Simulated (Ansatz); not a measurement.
# C2H6OS: the cost of one run

Program: Ansatz 0.2.0. Level of theory: the levels named in each step. These are calculated values, not measurements.

## (1) The structure to begin with

Bond lengths: O1–C2 1.399 Å, C2–C3 1.525 Å, C3–S4 1.830 Å, O1–H5 0.967 Å, C2–H6 1.102 Å, C2–H7 1.093 Å, C3–H8 1.089 Å, C3–H9 1.089 Å, S4–H10 1.333 Å. Angles: O1–C2–C3 112.6°, O1–C2–H6 110.8°, O1–C2–H7 106.2°, C3–C2–H6 109.5°, C3–C2–H7 109.2°, H6–C2–H7 108.4°, C2–O1–H5 108.2°, C2–C3–S4 111.4°, C2–C3–H8 111.5°, C2–C3–H9 110.3°, S4–C3–H8 108.7°, S4–C3–H9 105.0°, H8–C3–H9 109.8°, C3–S4–H10 96.1°.

Coordinates:

```xyz
10

O    -1.3581   -1.3187   -0.0055
C    -0.3590   -0.9773   -0.9231
C     0.0353    0.4940   -0.8402
S     0.7853    0.8950    0.7804
H    -1.0846   -1.0065    0.8684
H     0.5348   -1.6063   -0.7802
H    -0.7709   -1.1845   -1.9145
H     0.7394    0.7626   -1.6260
H    -0.8490    1.1270   -0.9053
H     1.8643    0.1272    0.6311
```

## (2) A rough first relaxation, PBE-D4/def2-SVP

This run stands in another session on the same molecule. It ended at:

```xyz
10

O    -1.3118   -1.3306    0.0598
C    -0.3829   -0.9888   -0.9355
C     0.0451    0.4786   -0.8529
S     0.6988    0.9050    0.8142
H    -0.9438   -0.9487    0.8883
H     0.5379   -1.6309   -0.9065
H    -0.8628   -1.1711   -1.9225
H     0.7859    0.7459   -1.6339
H    -0.8363    1.1419   -0.9708
H     1.8073    0.1112    0.7447
```

## (3) Relaxation, HF/STO-3G

input.yaml reads:

```yaml
crystal:
  periodic: [false, false, false]
  atoms:
    - { symbol: O, position_ang: [-1.31178391, -1.33055701, 0.05980372] }
    - { symbol: C, position_ang: [-0.38291719, -0.98877681, -0.93547975] }
    - { symbol: C, position_ang: [0.04512036, 0.47862503, -0.85293684] }
    - { symbol: S, position_ang: [0.69880047, 0.90496855, 0.81417326] }
    - { symbol: H, position_ang: [-0.94375381, -0.94873709, 0.88829457] }
    - { symbol: H, position_ang: [0.53794483, -1.63088195, -0.90646094] }
    - { symbol: H, position_ang: [-0.86283153, -1.17112453, -1.92248151] }
    - { symbol: H, position_ang: [0.78592873, 0.74593953, -1.63385356] }
    - { symbol: H, position_ang: [-0.83634935, 1.14188894, -0.97075076] }
    - { symbol: H, position_ang: [1.80725138, 0.11118534, 0.7447118] }
basis:
  gaussian: { orbitals: STO-3G }
hamiltonian:
  xc: hf
relax:
  f_tol: 0.002
  max_steps: 150
```

Command:

```
$ ansatz run input.yaml --threads 4 --pin off --max-ram 10240MiB --backend cpu --events-out ev --progress --plain --runs-dir out
```

What time and memory should one allow on 4 threads of Intel Xeon at 2.70GHz, shared host?

About 4.3 s, with a peak of 0.12 GiB.
